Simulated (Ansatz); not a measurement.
## Strength of the C–H bond: C3H6N → C3H5N + H

Species: C3H6N `C=C[N]C`, doublet; C3H5N `C=C=NC`, singlet; H atom, doublet. 

Shapes, held fixed at every level: PBE0-D4/def2-TZVP. Flexible molecules stand in one conformer, not always the lowest. Programs: Ansatz 0.2.0. The zero-point and thermal change to 298 K, harmonic and unscaled (PBE0-D4/def2-TZVP), is -21.1 kJ/mol.

```tsv
level	kind	ΔH(298 K) (kJ/mol)	CPU time (sum over the molecules)
PBE-D4/def2-TZVPP	GGA	+196.0	15 s
r2SCAN-D4/def2-TZVPP	meta-GGA	+217.4	26 s
B3LYP-D4/def2-TZVPP	global hybrid	+210.2	20 s
PBE0-D4/def2-TZVPP	global hybrid	+210.5	17 s
r2SCAN0-D4/def2-TZVPP	global hybrid	+230.0	27 s
wB97X-V/def2-TZVPP	range-separated hybrid	+212.1	42 s
B2PLYP/def2-TZVPP	double hybrid	+197.3	24 s
```

B2PLYP/def2-TZVPP gives ΔH(298 K) = +197.3 kJ/mol; the levels span +196.0 to +230.0. A fragment pairs its electrons up again, so this isn't a typical strength of such a bond. The median of the levels is +210.5. No measured value is set beside it here. Spin contamination: C3H6N (⟨S²⟩ up to 0.96). Open shells run unrestricted unless RO is named. Times are processor times on shared x86 and Arm servers, and rough.
